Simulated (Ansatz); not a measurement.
Geometry optimisation, Ansatz, RKS PBE-D4/def2-SVPD.

Input file:

```yaml
crystal:
  periodic: [false, false, false]
  atoms:
    - { symbol: B, position_ang: [0.051251, 0.387297, -0.419561] }
    - { symbol: O, position_ang: [0.004532, 0.00954, 2.149194] }
    - { symbol: H, position_ang: [-0.9135, -0.283003, 2.295547] }
    - { symbol: H, position_ang: [1.079116, -0.15988, -0.745606] }
    - { symbol: H, position_ang: [-1.024922, -0.107936, -0.675254] }
    - { symbol: H, position_ang: [0.09407, 1.496871, 0.040386] }
    - { symbol: H, position_ang: [-0.078847, 0.937912, 1.810892] }
basis:
  gaussian: { orbitals: def2-SVPD }
hamiltonian:
  xc: pbe
  dispersion: d4
relax:
  f_tol: 0.03
  max_steps: 50
output:
  orbitals: {}
```

Run as:

```bash
$ ansatz run input.yaml --threads 1 --pin off --max-ram 2048MiB --backend cpu --events-out ev --progress --plain --runs-dir out
```

Q: Where does it end, and by what steps?

A: The run converged. The force dipped under the threshold on the way, but the program's further checks kept it going. After 16 steps the energy has fallen by 0.565 eV; H7 moved furthest, 0.73 Å. Joined: B1–O2 (2.60 → 1.71 Å).

```tsv
step	energy less start (eV)	largest force component (eV/Å)	accepted
0	0.0000	0.597	yes
1	-0.0811	1.866	yes
2	-0.2685	2.074	yes
3	-0.4711	1.453	yes
4	-0.5299	0.226	yes
5	-0.5391	0.174	yes
6	-0.5489	0.053	yes
7	-0.5598	0.023	yes
8	-0.4948	1.617	no
9	-0.5571	0.387	no
10	-0.5618	0.044	yes
11	-0.5638	0.109	yes
12	-0.5532	0.659	no
13	-0.5645	0.040	yes
14	-0.5651	0.006	yes
15	-0.5653	0.048	yes
16	-0.5653	0.014	yes
```

```xyz
7
Properties=species:S:1:pos:R:3
B -0.033 0.342 -0.081
O -0.150 -0.020 1.583
H -1.042 0.228 1.891
H 1.119 0.018 -0.323
H -0.899 -0.378 -0.551
H -0.264 1.545 -0.130
H 0.482 0.545 2.067
```

Whether the end is a true minimum wasn't checked by a vibrational analysis.

The run took 20 s on 1 thread of Arm Neoverse V2, with other jobs on the host, peak memory 0.12 GiB.
